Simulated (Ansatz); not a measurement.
## AlH3, singlet: the ladder up to full CI

Geometry: a point of a stretch scan, not a stationary point.

```yaml
atoms:
  - { symbol: Al, position_ang: [0.0052, -0.0088, 0.0000] }
  - { symbol: H, position_ang: [1.5910, 0.0062, -0.0001] }
  - { symbol: H, position_ang: [-0.9558, 1.6198, -0.0033] }
  - { symbol: H, position_ang: [-0.7746, -1.3897, 0.0029] }
```

Basis cc-pVDZ; Ansatz 0.2.0. Correlated methods freeze the noble-gas cores, which leaves 6 electrons in 28 orbitals. Prefix R: restricted or restricted open-shell reference. Active spaces: pair = (2e, 2o) about the gap; valence = (6e, 7o) chosen from the atoms' valence shells.

Full CI is exact within this basis and frozen core; it isn't the basis-set limit.

The UHF ⟨S²⟩ is 0.000. The T1 diagnostic (RCCSD) is 0.0108 and the largest doubles amplitude (RCCSD) is 0.082.

Task: From what is known of these methods and the diagnostics, rank them by the size of their error in total energy against full CI in cc-pVDZ, smallest first (an estimate: the text doesn't fix the numbers).
A. NEVPT2 (valence space)
B. BCCD(T)
C. MRCISD+Q (valence space)
D. NEVPT2 (pair space)
E. RCCSD

Result: C (0.03 kcal/mol), B (0.31 kcal/mol), E (1.12 kcal/mol), A (11.66 kcal/mol), D (15.20 kcal/mol).

All errors are against full CI in cc-pVDZ. Within each family the higher level lies nearer, as is usual though not guaranteed.

The full-CI state has the irrep A1 of C2v, in the program's axes.

Natural occupations of full CI about the gap: 1.959 1.951 1.940 0.044 0.022 0.018 0.012 0.008 0.008 0.007; effectively unpaired electrons, Σ n²(2−n)², 0.04.
